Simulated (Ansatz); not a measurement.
# F2H3Si: the cost of one run

Method: UKS PBE0-D4/def2-SVP, in Ansatz 0.2.0.

### 1 The starting structure

Bond lengths: Si1–F3 1.590 Å, Si1–H4 1.459 Å, Si1–H5 1.459 Å. Angles: F3–Si1–H4 109.5°, F3–Si1–H5 109.5°, H4–Si1–H5 109.5°.

Structure file:

```xyz
6

Si    0.0000    0.0000    0.0000
H     0.0000    0.0000    1.7100
F     1.4994    0.0000   -0.5295
H    -0.6877    1.1914   -0.4862
H    -0.6877   -1.1914   -0.4862
F     0.0000    0.0000    2.9300
```

### 2 Pulling towards end A

Springs on the bonds that form and break draw the guess towards this end; the thresholds are loose.

input.yaml reads:

```yaml
crystal:
  periodic: [false, false, false]
  atoms:
    - { symbol: Si, position_ang: [0.0, 0.0, 0.0] }
    - { symbol: H, position_ang: [0.0, 0.0, 1.71] }
    - { symbol: F, position_ang: [1.4994, 0.0, -0.5295] }
    - { symbol: H, position_ang: [-0.6877, 1.1914, -0.4862] }
    - { symbol: H, position_ang: [-0.6877, -1.1914, -0.4862] }
    - { symbol: F, position_ang: [0.0, 0.0, 2.93] }
magnetization:
  spin_polarized: true
  initial_magnetization: 1
basis:
  gaussian: { orbitals: def2-SVP }
hamiltonian:
  xc: pbe0
  dispersion: d4
relax:
  f_tol: 0.15
  max_steps: 25
  restrain:
    - { distance: [1, 5], at: 2.12, k: 30.0 }
    - { distance: [0, 1], at: 1.46, k: 30.0 }
```

Run with:

```console
> ansatz run input.yaml --threads 1 --pin off --max-ram 2048MiB --backend cpu --events-out ev --progress --plain --runs-dir out
```

What time and memory should one allow on 1 thread of Intel Xeon Platinum 8259CL at 2.50GHz (Skylake/Cascade Lake), shared host?

About 47 s, with a peak of 0.16 GiB.
